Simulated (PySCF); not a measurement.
Method used: core-valence-separated Tamm–Dancoff BHandHLYP/aug-pcX-1 (pcseg-1 on H) in PySCF, non-relativistic, gas phase, PBE0-D3(BJ)/def2-SVP geometry. Absolute energies from this functional tend to lie a few eV below measured edges; no shift was applied.

Main lines of an unknown, eV (oscillator strength): C K: 282.7 (0.254), 289.5 (0.052), 289.8 (0.134). Listed: the first five lines at most of each edge with a tenth or more of its strongest line's intensity; roots within 0.03 eV on the same or equivalent atoms are summed. Only the lowest roots were sought, and the top ones are left out.

Task: Which candidate gives them?
A. `C#C[CH2+]`
B. `c1c[cH+]1`

Result: B. 

- `c1c[cH+]1`: C K: 282.7 (0.254), 289.5 (0.052), 289.8 (0.134). First C line listed at 282.7 eV, hole on the unsaturated ring CH carbon.
- `C#C[CH2+]`: C K: 280.4 (0.039), 280.5 (0.121), 283.7 (0.067), 285.3 (0.059), 285.8 (0.073). First C line listed at 280.4 eV, hole on the carbon bonded to C and H.

One conformer each; other structures than these candidates weren't tested.
